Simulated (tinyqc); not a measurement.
FCI on RHF in the sto-6g basis, for HF, spin multiplicity 1, step by step. One step of it, computed by the program tinyqc.

Problem. FCI: roots. Diagonalise (each vector has its largest component positive (the first on a tie)); all determinants have Ms = 0, so triplets appear too. The lowest singlet root is the correlation energy.

Occupation strings over the orbitals (2 doubly, a alpha, b beta, 0 empty; spin orbitals ordered 1a 1b 2a 2b ...): 222220 22a22b 2a222b a2222b 22b22a 2b222a b2222a 222202 222022 220222 2ab222 a2b222 2ba222 202222 ab2222 b2a222 ba2222 022222

H - E(HF) between determinants (hartree):
```
           222220     22a22b     2a222b     a2222b     22b22a     2b222a     b2222a     222202
222220   0.000000   0.000000   0.000000   0.000000   0.000000   0.000000   0.000000   0.030898
22a22b   0.000000   0.637803  -0.013117  -0.020634  -0.186650  -0.053879   0.005770   0.016405
2a222b   0.000000  -0.013117   1.434809   0.025090  -0.053879  -0.095439  -0.016192   0.039827
a2222b   0.000000  -0.020634   0.025090  25.936232   0.005770  -0.016192  -0.026046   0.010079
22b22a   0.000000  -0.186650  -0.053879   0.005770   0.637803  -0.013117  -0.020634  -0.016405
2b222a   0.000000  -0.053879  -0.095439  -0.016192  -0.013117   1.434809   0.025090  -0.039827
b2222a   0.000000   0.005770  -0.016192  -0.026046  -0.020634   0.025090  25.936232  -0.010079
222202   0.030898   0.016405   0.039827   0.010079  -0.016405  -0.039827  -0.010079   1.223843
222022   0.030898   0.016405   0.039827   0.010079  -0.016405  -0.039827  -0.010079   0.053789
220222   0.186650   0.103898  -0.093140  -0.002265  -0.103898   0.093140   0.002265   0.045259
2ab222  -0.053879   0.093140  -0.165847   0.005812  -0.030474   0.052628   0.020386   0.039713
a2b222   0.005770   0.002265   0.005812  -0.353140  -0.020329   0.025022   0.009041   0.010529
2ba222   0.053879  -0.030474   0.052628   0.020386   0.093140  -0.165847   0.005812  -0.039713
202222   0.095439   0.052628   0.057477  -0.005856  -0.052628  -0.057477   0.005856   0.183219
ab2222  -0.016192  -0.020386   0.005856  -0.169653   0.025022  -0.010799   0.027661  -0.039232
b2a222  -0.005770  -0.020329   0.025022   0.009041   0.002265   0.005812  -0.353140  -0.010529
ba2222   0.016192   0.025022  -0.010799   0.027661  -0.020386   0.005856  -0.169653   0.039232
022222   0.026046   0.009041   0.027661  -0.173411  -0.009041  -0.027661   0.173411   0.030389

           222022     220222     2ab222     a2b222     2ba222     202222     ab2222     b2a222
222220   0.030898   0.186650  -0.053879   0.005770   0.053879   0.095439  -0.016192  -0.005770
22a22b   0.016405   0.103898   0.093140   0.002265  -0.030474   0.052628  -0.020386  -0.020329
2a222b   0.039827  -0.093140  -0.165847   0.005812   0.052628   0.057477   0.005856   0.025022
a2222b   0.010079  -0.002265   0.005812  -0.353140   0.020386  -0.005856  -0.169653   0.009041
22b22a  -0.016405  -0.103898  -0.030474  -0.020329   0.093140  -0.052628   0.025022   0.002265
2b222a  -0.039827   0.093140   0.052628   0.025022  -0.165847  -0.057477  -0.010799   0.005812
b2222a  -0.010079   0.002265   0.020386   0.009041   0.005812   0.005856   0.027661  -0.353140
222202   0.053789   0.045259   0.039713   0.010529  -0.039713   0.183219  -0.039232  -0.010529
222022   1.223843   0.045259   0.039713   0.010529  -0.039713   0.183219  -0.039232  -0.010529
220222   0.045259   1.400397   0.121559   0.040504  -0.121559   0.154730  -0.020850  -0.040504
2ab222   0.039713   0.121559   2.188052   0.023815  -0.154730   0.107425   0.008493  -0.020850
a2b222   0.010529   0.040504   0.023815  26.721040  -0.020850  -0.008493  -0.226904  -0.022920
2ba222  -0.039713  -0.121559  -0.154730  -0.020850   2.188052  -0.107425   0.023420   0.023815
202222   0.183219   0.154730   0.107425  -0.008493  -0.107425   3.094263  -0.012129   0.008493
ab2222  -0.039232  -0.020850   0.008493  -0.226904   0.023420  -0.012129  27.751976   0.022477
b2a222  -0.010529  -0.040504  -0.020850  -0.022920   0.023815   0.008493   0.022477  26.721040
ba2222   0.039232   0.020850   0.023420   0.022477   0.008493   0.012129  -0.081464  -0.226904
022222   0.030389   0.022920   0.022477  -0.118223  -0.022477   0.081464   0.487079   0.118223

           ba2222     022222
222220   0.016192   0.026046
22a22b   0.025022   0.009041
2a222b  -0.010799   0.027661
a2222b   0.027661  -0.173411
22b22a  -0.020386  -0.009041
2b222a   0.005856  -0.027661
b2222a  -0.169653   0.173411
222202   0.039232   0.030389
222022   0.039232   0.030389
220222   0.020850   0.022920
2ab222   0.023420   0.022477
a2b222   0.022477  -0.118223
2ba222   0.008493  -0.022477
202222   0.012129   0.081464
ab2222  -0.081464   0.487079
b2a222  -0.226904   0.118223
ba2222  27.751976  -0.487079
022222  -0.487079  56.202193
```

Give: lowest roots of this matrix, relative to E(HF); lowest vectors; <S^2> of these roots; weight of the ground state by excitation level 0, 1, 2, ....

Solution.

lowest roots of this matrix, relative to E(HF) (hartree): -0.032  0.444  0.777  1.170  1.195  1.325  1.386  1.536

lowest vectors:
```
        root 1  root 2  root 3  root 4
222220   0.989   0.000  -0.046   0.000
22a22b   0.014   0.705   0.683   0.000
2a222b  -0.002   0.050  -0.078   0.000
a2222b   0.000   0.000   0.001   0.000
22b22a  -0.014   0.705  -0.683   0.000
2b222a   0.002   0.050   0.078   0.000
b2222a   0.000   0.000  -0.001   0.000
222202  -0.017   0.000   0.000   0.707
222022  -0.017   0.000   0.000  -0.707
220222  -0.133   0.000  -0.217   0.000
2ab222   0.030  -0.024  -0.049   0.000
a2b222   0.000   0.000   0.000   0.000
2ba222  -0.030  -0.024   0.049   0.000
202222  -0.024   0.000  -0.006   0.000
ab2222   0.000   0.000   0.001   0.000
b2a222   0.000   0.000   0.000   0.000
ba2222   0.000   0.000  -0.001   0.000
022222   0.000   0.000   0.000   0.000
```

<S^2> of these roots: 0.000  2.000  0.000  0.000  0.000  2.000  0.000  0.000

weight of the ground state by excitation level 0, 1, 2, ...: 0.979  0.000  0.021
